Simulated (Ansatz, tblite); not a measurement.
# The cluster Ag2H2: a ladder of methods and basis sets

One table from this session's results is given with a row withheld; the runs are named, their logs left out.

Computed with Ansatz 0.2.0, Gaussian basis. Level: as each input shows.

Plan: GFN1-xTB, GFN2-xTB, PBE-D4/def2-TZVP, r2SCAN-D4/def2-TZVP, CAM-B3LYP-D4/def2-TZVP, HF/def2-TZVP, BHLYP-D4/def2-TZVP, LDA/def2-TZVP, LC-ωPBE/def2-TZVP, PBE-D4/def2-SVP, PBE0-D4/def2-SVP, PBE0-D4/def2-TZVPD, PBE-D4/def2-TZVPD, r2SCAN-D4/def2-TZVPD, CCSD(T)/def2-TZVPP, MP2/def2-TZVP, RPA/def2-TZVP, CCSD(T)/def2-TZVPD.

1 further run of the same task is left out (set aside as unsound or not needed). Runs told in other sessions of the task aren't counted.

## The relaxed structure

The geometry is that of the singlet, from an earlier relaxation (PBE0-D4/def2-TZVP). At that level it is the lowest of the isomers that a small search found.

4 atoms, charge 0, spin multiplicity 1.

Bond lengths: Ag1–Ag2 2.739 Å, Ag1–H4 1.711 Å, Ag2–H3 1.649 Å, Ag2–H4 1.812 Å. Angles: Ag2–Ag1–H4 40.3°, Ag1–Ag2–H3 145.6°, Ag1–Ag2–H4 37.7°, H3–Ag2–H4 176.7°, Ag1–H4–Ag2 102.0°.

Ag takes a core potential in the def2 sets. No spin-orbit coupling is included.

PBE0-D4/def2-TZVP was run before; its log isn't repeated, and its numbers join the tables.

Set-up of the first run:

Tight binding, by tblite at 300 K electronic temperature and without a spin-polarisation term:

```python
tblite.interface.Calculator('GFN1-xTB', numbers, positions, charge=0, uhf=0).singlepoint()
```

Tight binding, by tblite at 300 K electronic temperature and without a spin-polarisation term:

```python
tblite.interface.Calculator('GFN2-xTB', numbers, positions, charge=0, uhf=0).singlepoint()
```

start.molden holds the orbitals of an earlier run on this state, given as this run's starting guess.

Contents of in.yaml:

```yaml
crystal:
  periodic: [false, false, false]
  atoms:
    - {symbol: Ag, position_ang: [-1.591905, -1.234923, -0.293806]}
    - {symbol: Ag, position_ang: [0.575988, 0.383029, 0.132776]}
    - {symbol: H, position_ang: [2.063467, 0.509012, 0.832700]}
    - {symbol: H, position_ang: [-1.047550, 0.342882, -0.671681]}
basis:
  gaussian: {orbitals: def2-TZVP, initial_orbitals: start.molden}
hamiltonian: {xc: pbe, dispersion: d4}
scf: {omitted_lower_state_checks: [starts]}
output: {orbitals: {seedname: orbitals}}
```

The run is started by

```console
> ansatz run in.yaml --threads 4 --pin off --events-out ev --progress --plain --max-ram 3916MiB
```

Steps of the session up to this table: PBE-D4/def2-TZVP; r2SCAN-D4/def2-TZVP; CAM-B3LYP-D4/def2-TZVP; HF/def2-TZVP; BHLYP-D4/def2-TZVP; LDA/def2-TZVP; LC-ωPBE/def2-TZVP; PBE-D4/def2-SVP; PBE0-D4/def2-SVP; PBE0-D4/def2-TZVPD; PBE-D4/def2-TZVPD; r2SCAN-D4/def2-TZVPD; CCSD(T)/def2-TZVPP; MP2/def2-TZVP; RPA/def2-TZVP; CCSD(T)/def2-TZVPD.

One table of the session follows, with a row left open; its other results are not shown here.

It belongs to the step «Levels side by side». 

```
                 level  HOMO (eV)  LUMO (eV)  gap (eV)
          HF/def2-TZVP      -8.02      -0.57      7.45
         LDA/def2-TZVP          ?          ?         ?
       PBE-D4/def2-SVP      -5.18      -3.94      1.24
      PBE-D4/def2-TZVP      -5.23      -3.97      1.26
     PBE-D4/def2-TZVPD      -5.24      -3.97      1.27
   r2SCAN-D4/def2-TZVP      -5.33      -3.70      1.63
  r2SCAN-D4/def2-TZVPD      -5.35      -3.71      1.64
      PBE0-D4/def2-SVP      -6.00      -3.12      2.88
     PBE0-D4/def2-TZVP      -6.04      -3.13      2.90
    PBE0-D4/def2-TZVPD      -6.05      -3.14      2.91
    BHLYP-D4/def2-TZVP      -6.86      -2.48      4.38
CAM-B3LYP-D4/def2-TZVP      -7.33      -2.38      4.95
     LC-ωPBE/def2-TZVP      -8.43      -1.14      7.30
```

Q: Estimate the row for LDA/def2-TZVP from the others.

As computed: HOMO (eV): -5.50; LUMO (eV): -4.22; gap (eV): 1.28. In the column «HOMO (eV)» it lies between PBE0-D4/def2-SVP (-6.00) and r2SCAN-D4/def2-TZVPD (-5.35).
